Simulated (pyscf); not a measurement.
PySCF, gas phase, ωB97X-D3(BJ)/def2-SVP geometries. Correlated levels are frozen-core, on RHF or UHF. ΔMP2 is the change of the MP2 total energy from the triple- to the quadruple-zeta basis.

H₂Si=Se + HCl → :HSi–SeH [singlet] + HCl
Surface: singlet. Broken: H–Si, Cl–H. Formed: H–Se, Cl–H. Give ΔE‡ and ΔE from CCSD(T)/def2-TZVPP + ΔMP2(QZVPP), relative to the separated reactants.

ΔE‡ = 130.7 kJ/mol, ΔE = +59.1 kJ/mol. Zero-point energy shifts the barrier by -4.9 kJ/mol. It is a concerted two-bond exchange, with an imaginary mode of 1166i cm⁻¹. On the reactant side the descent ends in a complex, 22.6 kJ/mol under the separated species and 144.4 kJ/mol under the saddle at ωB97X-D3(BJ)/def2-TZVP. At ωB97X-D3(BJ)/def2-TZVP the barrier from the zero used here is 121.8 kJ/mol. The same reactants have a lower exit, to Cl–SiH₂–SeH (barrier -6.7 kJ/mol at ωB97M-D3(BJ)/def2-TZVP, against +126.9 kJ/mol here). This is the saddle that the search found; another between the same sides may lie lower. The CCSD(T) − MP2 part came from Ansatz, without density fitting, on the same reference. The frozen core leaves the outer d or s,p core shells of the metals and heavy elements correlated in the MP2 and CC values, and def2-TZVPP describes them poorly, which can shift differences by a few kcal/mol. Elements up to Kr have no core potential and no relativistic terms here.
